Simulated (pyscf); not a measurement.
`[OH][GaH][PH2]` -> `[PH2][Ga]` [singlet] + `[OH2]` (1,1-elimination; singlet surface; Ga–O, Ga–H broken, H–O formed). Optimised with ωB97X-D3(BJ)/def2-SVP in PySCF. Correlated levels are frozen-core, on RHF or UHF. ΔMP2 is the change of the MP2 total energy from the triple- to the quadruple-zeta basis. Energies in kJ/mol from the reactant's lowest minimum found.

```tsv
level	barrier	reaction energy
ωB97X-D3(BJ)/def2-TZVP	263.4	+128.4
PBE/def2-TZVP	202.3	+108.6
B3LYP-D3(BJ)/def2-TZVP	?	+103.5
HF/def2-TZVP	323.7	+111.8
MP2/def2-QZVPP	251.6	+133.2
CCSD(T)/def2-TZVPP	255.1	+124.5
CCSD(T)/def2-TZVPP + ΔMP2(QZVPP)	?	?
```

Problem. What belongs in the gaps?

Solution. 
- B3LYP-D3(BJ)/def2-TZVP, barrier: 230.2
- CCSD(T)/def2-TZVPP + ΔMP2(QZVPP), barrier: 250.1
- CCSD(T)/def2-TZVPP + ΔMP2(QZVPP), reaction energy: +118.4

On the product side the descent ends in a bound adduct (not fully relaxed), 42.9 kJ/mol under the separated species and 177.9 kJ/mol under the saddle at ωB97X-D3(BJ)/def2-TZVP. The same reactants have a lower exit, to HP=GaH + H₂O (highest point, the separated products, at +184.5 kJ/mol at ωB97M-D3(BJ), against +248.5 kJ/mol here). This is the saddle that the search found; another between the same sides may lie lower. The CCSD(T) − MP2 part came from Ansatz, without density fitting, on the same reference. The frozen core leaves the outer d or s,p core shells of the metals and heavy elements correlated in the MP2 and CC values, and def2-TZVPP describes them poorly, which can shift differences by a few kcal/mol. Elements up to Kr have no core potential and no relativistic terms here.
